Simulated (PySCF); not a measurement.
**Potential energy of BP⁻ along the bond**

Set-up: basis B aug-pcseg-1, P aug-pcseg-1; no relativity; PySCF 2.14. Energies in eV from B + P⁻ in their ground configurations at the same level. All curves are PBE0. state 1: ²Σ⁺ (doublet), unpaired electrons σ ↑; state 2: ²Π (doublet), unpaired electrons π ↑, a second solution, started from another occupation.

```tsv
R (Å)	state 1	state 2
1.468	-4.030	-2.080
1.536	-4.777	-3.113
1.605	-5.195	-3.798
1.656	-5.343	-4.136
1.707	-5.382	-4.356
1.758	-5.336	-4.481
1.827	-5.175	-4.533
1.912	-4.863	-4.465
2.014	-4.396	-4.253
2.151	-3.717	-3.846
```

Question: Put a parabola through the three lowest points of the state 1 curve and estimate Re, k and ωe (reduced mass 8.122 u; 1 eV/Å² = 0.16022 mdyn/Å; ωe = 1302.8·√(k/μ) cm⁻¹).

Answer: Through R = 1.656, 1.707, 1.758 Å the second-order coefficient is 16.3 eV/Å², so Re ≈ 1.705 Å, k ≈ 5.24 mdyn/Å and ωe ≈ 1046 cm⁻¹. A polynomial fit of higher order to the unrounded PBE0 energies gives Re = 1.703 Å, k = 5.31 mdyn/Å, ωe = 1053 cm⁻¹; anharmonicity and rounding make the difference.

The higher-order fit for each curve: state 1: Re = 1.703 Å, ωe = 1053 cm⁻¹, De = 5.38 eV; state 2: Re = 1.825 Å, ωe = 837 cm⁻¹, minimum 4.53 eV below the ground-state fragments.

For an ion De counts to the pair picked by the measured ionisation energies or electron affinities, which need not be the lowest pair at this level. The state was picked by a PBE0 search and need not be the measured ground state.
